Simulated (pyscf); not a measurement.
**Four-centre exchange: H₃C–CH=NH + hydrogen (H₂) -> methane (CH₄) + H₂C=NH**

Gas phase, singlet surface, charge 0. Bonds broken: C1–C2, H9–H10. Bonds formed: C1–H9, C2–H10. Structures and frequencies: ωB97X-D3(BJ)/def2-SVP in PySCF.

Transition state (Å):

```xyz
10

C     -1.6546     0.6427    -0.2759
C      0.0473    -0.0336    -0.2086
N      0.2436    -1.1951    -0.7397
H     -1.7222     0.5024    -1.3616
H     -2.4084    -0.0002     0.2084
H     -1.7882     1.7033    -0.0040
H      0.6052     0.8611    -0.5152
H     -0.3828    -1.9259    -0.4069
H     -0.7195     0.3327     0.7605
H      0.2436     0.1407     1.1208
```

One imaginary mode, 1889i cm⁻¹; descent along it reached the two sides named.

```json
[
 {"bond": "C1–C2", "change": "breaks", "reactant side (Å)": "1.505", "saddle": "1.833", "product side": "4.6"},
 {"bond": "H9–H10", "change": "breaks", "reactant side (Å)": "0.761", "saddle": "1.046", "product side": "5.9"},
 {"bond": "C1–H9", "change": "forms", "reactant side (Å)": "3.7", "saddle": "1.430", "product side": "1.100"},
 {"bond": "C2–H10", "change": "forms", "reactant side (Å)": "3.0", "saddle": "1.355", "product side": "1.106"}
]
```

Electronic energies relative to the separated reactants (eV):

| level | barrier | reaction energy | reverse barrier |
|---|---|---|---|
| ωB97X-D3(BJ)/def2-TZVP | 4.17 | -0.44 | 4.61 |
| PBE/def2-TZVP | 3.55 | -0.43 | 3.98 |
| r²SCAN/def2-TZVP | 3.72 | -0.42 | 4.14 |
| B3LYP-D3(BJ)/def2-TZVP | 4.02 | -0.46 | 4.48 |
| PBE0-D3(BJ)/def2-TZVP | 3.79 | -0.43 | 4.22 |
| M06-2X/def2-TZVP | 4.10 | -0.42 | 4.52 |
| ωB97M-D3(BJ)/def2-TZVP | 4.11 | -0.47 | 4.58 |
| HF/def2-TZVP | 5.08 | -0.62 | 5.71 |

With ωB97M-D3(BJ)/def2-TZVP energies and thermal terms (ideal gas, 1 atm, RRHO with modes under 100 cm⁻¹ raised to 100, one conformer, R ln 2 for chiral ones without a mode under 150 cm⁻¹), in eV:

```
T (K)   ΔH‡   ΔG‡     ΔH     ΔG
-----  ----  ----  -----  -----
298    4.12  4.47  -0.32  -0.38
600    4.09  4.84  -0.37  -0.42
900    4.09  5.21  -0.41  -0.43
1200   4.10  5.59  -0.45  -0.43
```

At the saddle there is also a short C–H contact that neither side keeps. The same reactants have a lower exit, to H₃C–CH=NH + H₂ (barrier +2.75 eV at ωB97M-D3(BJ)/def2-TZVP, against +4.11 eV here). This is the saddle that the search found; another between the same sides may lie lower.
